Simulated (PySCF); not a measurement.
chloromethane (CH₃Cl), SMILES CCl. The structure is a stationary point at ωB97X-D3(BJ)/def2-TZVP.

Task: Give the equilibrium geometry at ωB97X-D3(BJ)/def2-TZVP (PySCF confirms it by a frequency run) as a Z-matrix, and its point group. (Estimate from the structure and the level; the computed values follow.)

Result: point group C3v.
```
C
H 1 1.0877
H 1 1.0877 2 110.33
H 1 1.0877 2 110.33 3 -122.17
Cl 1 1.7772 2 108.60 3 118.91
```
